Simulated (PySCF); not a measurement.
# Level sweep

Compound: methylamine, CH5N.
Atom-mapped SMILES: `[CH3:1][NH2:2]` (hydrogens: H3, H4, H5 on C1; H6, H7 on N2)

PySCF, dipoles from the SCF density, polarisabilities from static response with core orbitals frozen. Geometry: PBE0-D3(BJ)/def2-SVP; no solvent, vibrations or thermal averaging.

Task: Which levels come closest to the reference values?

Result: 

| level | μ (D) | error (%) | α (Å³) | error (%) | anisotropy (Å³) |
| --- | --- | --- | --- | --- | --- |
| LDA/def2-SVPD | 1.317 | +0.5 | 3.92 | +4.5 | 0.61 |
| PBE/def2-SVPD | 1.266 | -3.4 | 3.87 | +3.1 | 0.60 |
| B3LYP/def2-SVPD | 1.313 | +0.2 | 3.76 | +0.2 | 0.55 |
| PBE0/def2-SVPD | 1.312 | +0.1 | 3.71 | -1.1 | 0.55 |
| BHandHLYP/def2-SVPD | 1.356 | +3.5 | 3.61 | -3.7 | 0.51 |
| CAM-B3LYP/def2-SVPD | 1.357 | +3.6 | 3.71 | -1.3 | 0.51 |
| wB97X-D/def2-SVPD | 1.351 | +3.1 | 3.70 | -1.5 | 0.51 |
| LC-wPBE/def2-SVPD | 1.380 | +5.4 | 3.60 | -4.0 | 0.48 |
| HF/def2-SVPD | 1.400 | +6.9 | 3.48 | -7.4 | 0.46 |
| PBE0/6-31G* | 1.458 | +11.3 | 2.81 | -25.0 | 0.60 |
| PBE0/6-31+G* | 1.541 | +17.7 | 3.22 | -14.1 | 0.43 |
| PBE0/def2-SVP | 1.353 | +3.3 | 2.89 | -23.1 | 0.55 |
| PBE0/aug-cc-pVDZ | 1.311 | 0.0 | 3.85 | +2.6 | 0.59 |
| PBE0/def2-TZVP | 1.362 | +3.9 | 3.38 | -10.0 | 0.50 |
| PBE0/def2-TZVPD | 1.300 | -0.8 | 3.84 | +2.2 | 0.61 |
| PBE0/aug-cc-pVTZ | 1.302 | -0.6 | 3.89 | +3.5 | 0.61 |

Reference dipole: 1.310 D (measured, gas; NIST CCCBDB Release 22 (SRD 101), experimental dipoles). Reference dipole: 1.388 D (computed, CCSD(T)/CBS, all electrons, equilibrium geometry, gas; Hait, Head-Gordon, J. Chem. Theory Comput. 14 (2018) 1969). Reference dipole: 1.310 D (measured, unstated (gas or solution; conformer average); Muller, Mokrushina, Arlt, J. Chem. Eng. Data 57 (2012) 1231, supporting information). Reference polarisability: 3.754 Å³ (measured, gas; NIST CCCBDB Release 22 (SRD 101), experimental polarizabilities). Reference polarisability: 3.743 Å³ (computed, CCSD(T)/CBS, static electronic, isotropic average, equilibrium geometry, gas; Hait, Head-Gordon, Phys. Chem. Chem. Phys. 20 (2018) 19800). Errors are taken against the first value of each kind. The anisotropy is √(½[(α1 − α2)² + (α2 − α3)² + (α3 − α1)²]). For the dipole, the smallest error is 0.0% (PBE0/aug-cc-pVDZ) and the largest 17.7% (PBE0/6-31+G*). For the polarisability, the smallest error is 0.2% (B3LYP/def2-SVPD) and the largest 25.0% (PBE0/6-31G*). The dipole runs from 1.27 D (PBE/def2-SVPD) to 1.54 D (PBE0/6-31+G*). In one basis (def2-SVPD) the functionals order the polarisability from HF (lowest) to LDA (highest), a spread of 13%. With PBE0 the polarisability is 3.03 Å³ without diffuse functions (mean of 6-31G*, def2-SVP and def2-TZVP) and 3.70 Å³ with them (mean of 6-31+G*, def2-SVPD, aug-cc-pVDZ, def2-TZVPD and aug-cc-pVTZ). Measured values can belong to vibrating molecules and may average over conformers; the computed ones are for one fixed geometry.
